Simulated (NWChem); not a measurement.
System: N2H4 anion, doublet; SMILES of the neutral closed-shell parent NN

Here is an NWChem input.

```
start job
memory heap 200 mb stack 900 mb global 1100 mb
charge -1
geometry units angstroms noautosym nocenter noautoz
  N     -0.077756     0.721658     0.128488
  N      0.077756    -0.721658     0.128488
  H      0.877717     1.084774     0.224789
  H     -0.365208     1.012026    -0.833918
  H     -0.877717    -1.084774     0.224789
  H      0.365208    -1.012026    -0.833918
end
basis spherical
  * library 6-31+g*
end
dft
  odft
  mult 2
  xc m05-2x
  iterations 150
end
cosmo
  dielec 1.5
end
task dft energy
```

In the optimisation the excess spin sits in a (C2, its own frame). All runs use the structure optimised with B3LYP/def2-SVPD, spin-unrestricted. The spin multiplicity was typed, not searched, and may not be the lowest. No stability test was run on the SCF state. The highest occupied level is positive, so the extra electron may be held by the finite basis. The gas-phase anion has a positive highest level at the geometry level, so the gas reference is doubtful.

Level: M05-2X/6-31+G* with COSMO at NWChem's default radii, gas-phase geometry; the question gives the dielectric constant. Reactions with the solvent are ignored.

### Question
What results follow from this input? (M05-2X/6-31+G* (spherical d), spin-unrestricted, COSMO on the gas-phase geometry.) Quantities: electrostatic solvation energy (kcal/mol).

### Answer
The electrostatic solvation energy (kcal/mol) is -18.7.
